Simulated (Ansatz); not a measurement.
Frontier orbitals of C₂H₃FN₂.

```csv
atom,x (Å),y (Å),z (Å)
N1,-0.0918,0.0183,-1.4678
C2,0.3171,-0.8294,-0.5823
C3,0.0553,-0.3467,0.7774
F4,-0.4341,-1.3080,1.5764
N5,0.3486,0.8039,1.1828
H6,0.0910,-0.1434,-2.4477
H7,-0.5332,0.9091,-1.2310
H8,0.2471,0.8961,2.1923
```

Total charge 0; spin multiplicity 1. The bonds changed during the relaxation, so this is another structure than the one it started from. All single points use the PBE0-D4/def2-TZVP geometry. It is one conformer, not always the lowest. Basis def2-TZVPP, the Gaussian-basis code of Ansatz.

Orbital energies of one run (eV). Highest occupied ones, from the top: -5.78, -7.63, -8.17, -9.72, -10.18, -12.10, -12.96, -13.76, -14.88, -15.75, -18.70, -24.51, -26.20, -33.65. Empty: -2.38, -0.06, 0.77, 1.31, 1.86, 2.90.

Problem. Which functional gave them?
A. PBE
B. r2SCAN0
C. B97M-V
D. revPBE

Solution. C. HOMO energies: B97M-V -5.78, r2SCAN0 -6.91, PBE -5.35, revPBE -5.30 eV.
